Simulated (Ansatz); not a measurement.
## hcp Re

All values below come from Hartree–Fock (Ansatz, a first-principles code, PAW).

Numerical settings: plane-wave cutoff 460 eV, 12×12×6 k mesh (along the axes of the cell as run), Fermi–Dirac smearing 0.05 eV, no spin polarisation, scalar-relativistic PAW data made under PBE.

Cell: relaxed at this level.

```yaml
lattice_constant_a: 2.762 Å
lattice_parameter_c: 4.449 Å
```

Measured, for comparison: lattice constant a 2.761 Å, lattice parameter c 4.458 Å (293 K, not corrected to a static lattice; as tabulated in Wikipedia's data pages). Computed (rounded) less measured: lattice constant a 0.0 %, lattice parameter c -0.2 %.

Spin–orbit coupling is not included.

The computed numbers hold no vibrational or temperature effects.

It cost about 25 core-minutes (a rough figure) of CPU time.
